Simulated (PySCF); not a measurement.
# HF (hydrogen fluoride): levels of theory compared

Wanted: a comparison of 5 runs (B2PLYP/cc-pVTZ, PBE/cc-pVTZ, wB97M-V/cc-pVTZ, wB97X/cc-pVTZ, CCSD(T)/cc-pVTZ) of HF (hydrogen fluoride). 

The calculation is run with PySCF 2.14.0.

4 further runs of the same task are left out: 4 set aside as unsound or not needed.

**1. The structure to begin with**

The species is HF (2 atoms), meant as a singlet with charge 0. As SMILES, `F`. The F1–H2 distance was set to 1.058 Å, away from the relaxed value.

Bond lengths: F1–H2 1.058 Å.

**2. The energy at B2PLYP/cc-pVTZ (run 1)**

run.py reads:

```python
from pyscf import gto, dft, mp

mol = gto.Mole()
mol.atom = '''
F       -0.507038       0.187994      -0.255339
H        0.390000      -0.144600       0.196400
'''
mol.basis = 'cc-pvtz'
mol.verbose = 3
mol.spin = 0
mol.max_memory = 1860
mol.charge = 0
mol.build()

calc0 = dft.RKS(mol)
calc0.xc = '0.53*HF + 0.47*B88, 0.73*LYP'
calc0.conv_tol = 1e-10
calc0.grids.level = 5
calc0.kernel()
if not calc0.converged:
    calc0 = calc0.newton().run(calc0.mo_coeff, calc0.mo_occ)

pt = mp.MP2(calc0, frozen=1).run()
energy = calc0.e_tot + 0.27 * pt.e_corr
print('PT2 part  %.8f' % (0.27 * pt.e_corr))
print(f'total energy: {energy:.8f} hartree')
```

The run is started by

```console
OMP_NUM_THREADS=1 python run.py
```

What it wrote:

```text
converged SCF energy = -100.325595326953
E(RMP2) = -100.652242311638  E_corr = -0.326646984684276
E(SCS-RMP2) = -100.645360640799  E_corr = -0.3197653138452
PT2 part  -0.08819469
total energy: -100.41379001 hartree
```

Run time: 2 s. Hardware: 1 thread of Arm Neoverse V1, shared host; peak memory 0.23 GiB.

**3. A single-point energy at PBE/cc-pVTZ (run 2)**

input.py reads:

```python
from pyscf import gto, dft

mol = gto.M(
    atom='F -0.507038 0.187994 -0.255339; H 0.390000 -0.144600 0.196400',
    verbose=3,
    charge=0,
    basis='cc-pvtz',
    max_memory=1860,
)

mf = dft.RKS(mol)
mf.xc = 'pbe'
mf.conv_tol = 1e-10
mf.grids.level = 5
mf.kernel()
if not mf.converged:
    mf = mf.newton().run(mf.mo_coeff, mf.mo_occ)

e_tot = mf.e_tot
print('E = %.10f Eh' % e_tot)
```

The run is started by

```console
OMP_NUM_THREADS=1 python input.py
```

What it wrote:

```text
converged SCF energy = -100.371293733153
E = -100.3712937332 Eh
```

It took 1.9 s on 1 thread of Arm Neoverse V1, shared host; peak memory 0.23 GiB.

Runs 3 to 4 aren't shown in full; the table further down has their settings and results.

**4. The energy at CCSD(T)/cc-pVTZ (run 5)**

input.py reads:

```python
from pyscf import gto, scf, cc

molecule = gto.M(
    atom='''
F   -0.507038   0.187994  -0.255339
H    0.390000  -0.144600   0.196400
''',
    spin=0,
    verbose=4,
    max_memory=1860,
    charge=0,
    basis='cc-pvtz',
)

calc0 = scf.RHF(molecule)
calc0.conv_tol = 1e-10
calc0.kernel()
if not calc0.converged:
    calc0 = calc0.newton().run(calc0.mo_coeff, calc0.mo_occ)

mycc = cc.CCSD(calc0, frozen=1)
mycc.kernel()
e_t = mycc.ccsd_t()
e_final = mycc.e_tot + e_t
print(f'total energy: {e_final:.8f} hartree')
```

The run is started by

```console
OMP_NUM_THREADS=1 python input.py
```

What it wrote:

```text
PySCF version 2.14.0

[INPUT] num. atoms = 2
[INPUT] num. electrons = 10
[INPUT] charge = 0
[INPUT] spin (= nelec alpha-beta = 2S) = 0
[INPUT] symmetry False subgroup None
[INPUT] Mole.unit = angstrom
[INPUT] Symbol           X                Y                Z      unit          X                Y                Z       unit  Magmom
[INPUT]  1 F     -0.507038000000   0.187994000000  -0.255339000000 AA   -0.958162954747   0.355257173061  -0.482520778920 Bohr   0.0
[INPUT]  2 H      0.390000000000  -0.144600000000   0.196400000000 AA    0.736993188580  -0.273254397612   0.371142210865 Bohr   0.0

nuclear repulsion = 4.50150733177764
number of shells = 15
number of NR pGTOs = 58
number of NR cGTOs = 44
basis = cc-pvtz
ecp = {}

[... 37 lines left out ...]
converged SCF energy = -100.035206759631
[... 12 lines left out ...]
Init t2, MP2 energy = -100.313661845986  E_corr(MP2) -0.278455086354954
[... 11 lines left out ...]
CCSD converged
[... 2 lines left out ...]
total energy: -100.32216313 hartree
```

It took 1.4 s on 1 thread of Arm Neoverse V1, shared host; peak memory 0.12 GiB.

**5. The series**

```csv
run,level,frozen core orbitals,nlc grid,energy (Eh),dipole moment (D) of the reference,HOMO energy (eV),LUMO energy (eV),wall time
1,B2PLYP/cc-pVTZ,1,–,-100.413790,2.12,-13.42,1.06,2 s
2,PBE/cc-pVTZ,–,–,-100.371294,1.96,-8.81,-1.00,1.9 s
3,wB97M-V/cc-pVTZ,–,1,-100.435780,2.02,-13.68,1.79,6 s
4,wB97X/cc-pVTZ,–,–,-100.442721,2.05,-13.73,2.39,2.3 s
5,CCSD(T)/cc-pVTZ,1,–,-100.322163,2.22,-17.14,3.16,1.4 s
```

**6. Outcome**

| quantity | value |
| --- | --- |
| run 5: total energy | -100.32216 Eh |
| run 5: dipole moment (Hartree–Fock density) | 2.22 D |
| run 5: HOMO energy (Hartree–Fock orbitals) | -17.14 eV |
| run 5: LUMO energy (Hartree–Fock orbitals) | 3.16 eV |
| run 5: HOMO–LUMO gap (Hartree–Fock orbitals) | 20.30 eV |
| run 5: correlation energy (1 core orbital frozen) | -287.0 mEh |
| run 5: (T) correction | -7.07 mEh |
| run 5: T1 diagnostic | 0.008 |

In words: Over runs 1, 2, 3, 4 the dipole moment (its size) runs from 1.96 D (PBE/cc-pVTZ) to 2.12 D (B2PLYP/cc-pVTZ). A double hybrid's value is that of its SCF part. Over runs 1, 2, 3, 4 the HOMO–LUMO gap runs from 7.80 eV (PBE/cc-pVTZ) to 16.12 eV (wB97X/cc-pVTZ). Totals of different functionals can't be ranked against each other. All runs together took 14 s, the longest 6 s.
